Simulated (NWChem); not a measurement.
System meant: N2H cation; SMILES [NH+]#N

Here is an NWChem input.

```
start job
memory heap 200 mb stack 900 mb global 1100 mb
charge 1
geometry units angstroms noautoz
  N      0.000000     0.000000     0.657803
  N      0.000000     0.000000    -0.435023
  H      0.000000     0.000000    -1.479400
end
basis spherical
  * library def2-svp
end
dft
  xc b3lyp
  iterations 4
  mulliken
end
task dft energy
```

End of the output:

```
    Atom       Charge   Shell Charges
 -----------   ------   -------------------------------------------------------
    1 N    7     6.61   1.98  0.91  0.58  1.94  1.10  0.10
    2 N    7     6.62   1.97  0.75  0.41  2.18  1.26  0.06
    3 H    1     0.78   0.48  0.17  0.12

 center of mass
 --------------
 x =   0.00000000 y =   0.00000000 z =   0.09598903

 moments of inertia (a.u.)
 ------------------
          38.651549867090           0.000000000000           0.000000000000
           0.000000000000          38.651549867090           0.000000000000
           0.000000000000           0.000000000000           0.000000000000

     Multipole analysis of the density
     ---------------------------------

     L   x y z        total         alpha         beta         nuclear
     -   - - -        -----         -----         ----         -------
     0   0 0 0      1.000000     -7.000000     -7.000000     15.000000

     1   1 0 0     -0.000000     -0.000000     -0.000000      0.000000
     1   0 1 0     -0.000000     -0.000000     -0.000000      0.000000
     1   0 0 1     -1.236921     -0.618461     -0.618461      0.000000

     2   2 0 0     -6.763447     -3.381723     -3.381723      0.000000
     2   1 1 0      0.000000      0.000000      0.000000      0.000000
     2   1 0 1     -0.000000     -0.000000     -0.000000      0.000000
     2   0 2 0     -6.763447     -3.381723     -3.381723      0.000000
     2   0 1 1     -0.000000     -0.000000     -0.000000      0.000000
     2   0 0 2     -2.717764    -13.039558    -13.039558     23.361351

 ------------------------------------------------------------------------
 dft energy failed                                                                                  0
 ------------------------------------------------------------------------
 ------------------------------------------------------------------------
  current input line :
    17: task dft energy
 ------------------------------------------------------------------------
 ------------------------------------------------------------------------
 This type of error is most commonly associated with calculations not reaching convergence criteria
 ------------------------------------------------------------------------
 For more information see the NWChem manual at https://nwchemgit.github.io

0:dft energy failed:Received an Error in Communication
```

Problem. What is wrong, and how is it mended?

Solution. Convergence was not reached. Cause: the SCF was allowed too few iterations. This input runs:
```
start job
memory heap 200 mb stack 900 mb global 1100 mb
charge 1
geometry units angstroms noautoz
  N      0.000000     0.000000     0.657803
  N      0.000000     0.000000    -0.435023
  H      0.000000     0.000000    -1.479400
end
basis spherical
  * library def2-svp
end
dft
  xc b3lyp
  iterations 150
  mulliken
end
task dft energy
```
It converges to -109.63731 Ha (B3LYP/def2-SVP).
